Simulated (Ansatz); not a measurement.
The input, for Ansatz 0.2.0:

```yaml
crystal:
  periodic: [false, false, false]
  atoms:
    - {symbol: Si, position_ang: [0.000000, -0.123655, 0.000000]}
    - {symbol: H, position_ang: [0.000000, 1.722781, -1.885721]}
    - {symbol: H, position_ang: [0.000000, 1.722781, 1.885721]}
basis:
  gaussian: {orbitals: cc-pVDZ}
magnetization: {spin_polarized: false}
correlation: {method: mp2, electrons: valence}
scf: {lower_state_search: full}
```

```sh
$ ansatz run in.yaml --threads 1 --pin off --events-out ev --progress --plain --max-ram 2393MiB
```

Task: Roughly how long does this take on 1 thread of Arm Neoverse V1, shared host, and how much host memory?

Result: 0.18 s wall and 0.15 GiB.

```
273 factors; integrals over basis functions are off by at most 7.4e-4 eV
mean field evaluation 1: about -7883.6033 eV, gradient 1.5e1 eV
mean field evaluation 2: about -7883.6043 eV, gradient 1.5e1 eV
mean field evaluation 4: about -7885.7074 eV, gradient 1.2e0 eV
mean field evaluation 8: about -7885.7223 eV, gradient 1.2e-3 eV
mean field evaluation 16: about -7879.6333 eV, gradient 3.9e-2 eV
mean field evaluation 32: about -7883.0144 eV, gradient 1.9e1 eV
mean field -7885.72234890 eV, -289.7949511877 hartree, gradient 2.2e-6 eV, S^2 0.000000; 3 other end points of the search recorded, 0 dependent functions left out; unrestricted orbitals would lower it
unrestricted determinant -7887.38025036 eV, -289.8558779423 hartree, S^2 1.5422
5 core orbitals not correlated: weight in the atoms' cores, before any rotation towards them, 1.000 or more for the frozen orbitals, at most 0.000 for the correlated occupied ones
reference -7885.72234890 eV, -289.7949511877 hartree; 3, 3 occupied and 20, 20 virtual orbitals, 273 factors
second order -2.95136816 eV of doubles, -0.00000000 eV of singles
Total energy: -7888.67371707 eV, -289.9034119672 hartree
```
